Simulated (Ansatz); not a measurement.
System: C$_{2}$H$_{3}$, charge 0, multiplicity 2. It need not be the lowest isomer of its formula. 
Structure (B3LYP-D3(BJ)/def2-TZVP (Ansatz, a quantum-chemistry and plane-wave program) minimum search):
SMILES: [CH]=C
```xyz
5

C      0.0510    -0.5838    -0.0118
C      0.0446     0.7173     0.0179
H     -0.8735    -1.1638    -0.0541
H      0.9720    -1.1602     0.0038
H     -0.6722     1.5232     0.0139
```
Charge 0, spin multiplicity 2.

Basis-set convergence of Hartree-Fock and CCSD(T) correlation energies (hartree) with Ansatz. Correlated levels leave the core frozen unless marked. Open shells are spin-unrestricted. No spin-orbit coupling. No relativistic terms.

The UHF reference is spin-contaminated (<S^2> 0.18 over the pure value in the largest basis). 

```json
[
 {"basis": "def2-SVPD", "functions": "64", "E(HF)": "-77.33628", "E(corr, CCSD(T))": "-0.28758"},
 {"basis": "def2-TZVPPD", "functions": "125", "E(HF)": "?", "E(corr, CCSD(T))": "?"}
]
```

Q: Some entries are withheld; supply them.

A: 
- def2-TZVPPD, E(HF): -77.42231
- def2-TZVPPD, E(corr, CCSD(T)): -0.33242
